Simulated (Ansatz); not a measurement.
SnH3, doublet in def2-SVPD: errors against UCCSDT(Q)

Geometry: that of the SnH3⁻, triplet, kept fixed.

```csv
atom,x (Å),y (Å),z (Å)
Sn,0.0000,-0.0123,0.0000
H,0.0000,-0.1535,-1.9014
H,0.0000,1.7590,0.0000
H,0.0000,-0.1535,1.9014
```

Basis def2-SVPD with its core potentials; Ansatz 0.2.0. Correlated methods freeze the noble-gas cores and the filled d shells of p-block atoms, which leaves 7 electrons in 47 orbitals. Prefix R: restricted or restricted open-shell reference; prefix U: unrestricted. Active spaces: valence = (7e, 7o) chosen from the atoms' valence shells. No spin–orbit coupling is included; scalar relativity enters through the core potentials alone.

Full CI isn't at hand for all of this; UCCSDT(Q) serves as the reference, and is uncertain by the last step of the cluster series or more. The frozen core follows each run's orbitals, which can shift R against U totals by a few meV for light atoms and by up to 0.1 eV past Ca.

Unrestricted rows (U) aren't spin-pure: their determinants' ⟨S²⟩ exceeds S(S+1) by up to 0.14, so they mix in states of higher spin.

The UHF ⟨S²⟩ is 0.887 and the T1 diagnostic (RCCSD) is 0.0267. The largest doubles amplitude (RCCSD) is 0.122 and the T1 diagnostic (UCCSD) is 0.0415.

| level | E − E(UHF) (eV) |
| --- | --- |
| UMP2 | -2.4862 |
| UCCSD | -3.4067 |
| UCCSD(T) | -3.5044 |

Problem. Estimate how far UCCSDT(Q) in def2-SVPD lies from UCCSD(T). The table doesn't fix it; the size of (T) and the diagnostics are the guide.

Solution. UCCSDT(Q) in def2-SVPD lies 1.31 mEh below UCCSD(T), which is 36 % of the (T) step (-3.59 mEh). T1 is raised, a doubles amplitude is large, the determinant isn't spin-pure, and the rest is a large part of (T).

The other levels:

```csv
level,E − E(UCCSDT(Q)) (mEh),wall time
UCCSDT,0.16,–
```

Run but not shown, since their state, orbitals or frozen core can't be matched to the reference's or they repeat it: RHF, RMP2, CISD, RCCSD, RCCSD(T), BCCD(T), RCCSDT, RCCSDT(Q), CASSCF (valence space), NEVPT2 (valence space), MRCISD (valence space), MRCISD+Q (valence space).

Natural occupations of CASSCF (valence space) about the gap: 1.972 1.928 1.912 1.000 0.120 0.035 0.032; effectively unpaired electrons, Σ n²(2−n)², 1.11.
